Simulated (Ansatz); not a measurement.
H6NPSi, SMILES `N[SiH2]P`. Charge 0, multiplicity 1.

```xyz
9

N     0.696   -1.354   -0.399
Si    0.336    0.067    0.497
P    -0.611    1.559   -0.908
H    -0.036   -1.905   -0.816
H     1.483   -1.925   -0.140
H     1.633    0.610    0.981
H    -0.540   -0.145    1.687
H    -1.788    0.771   -1.053
H    -1.174    2.322    0.152
```

(1) What are the harmonic wavenumbers in cm⁻¹ at PBE0-D4/def2-TZVP (Ansatz, finite differences of forces, unscaled)? (Best estimate.)

(2) Is this a minimum?

(3) Give the ideal-gas thermochemistry at 298.15 K and 1 bar (rigid rotor, harmonic oscillator; point group C1, symmetry number 1).

(4) And at 400, 500, 600, 800 and 1000 K?

Results:

(1) The calculation gave: 103, 120, 219, 329, 448, 468, 619, 681, 752, 829, 868, 914, 962, 1086, 1581, 2171, 2223, 2391, 2402, 3611, 3705.

(2) Yes, all 21 modes are real.

(3) Zero-point energy 158.4 kJ/mol; H(298) − E = 177.4 kJ/mol; entropy 322.4 J/(mol·K), of which translation 163.4, rotation 104.9, vibration 54.1; G(298) − E = 81.3 kJ/mol.

(4) 
```json
{"T (K)": "400", "H − E (kJ/mol)": "188.1", "S (J/mol/K)": "353.1", "G − E (kJ/mol)": "46.9"}
{"T (K)": "500", "H − E (kJ/mol)": "200.1", "S (J/mol/K)": "379.7", "G − E (kJ/mol)": "10.2"}
{"T (K)": "600", "H − E (kJ/mol)": "213.2", "S (J/mol/K)": "403.5", "G − E (kJ/mol)": "-28.9"}
{"T (K)": "800", "H − E (kJ/mol)": "242.0", "S (J/mol/K)": "444.9", "G − E (kJ/mol)": "-113.9"}
{"T (K)": "1000", "H − E (kJ/mol)": "273.6", "S (J/mol/K)": "480.1", "G − E (kJ/mol)": "-206.5"}
```
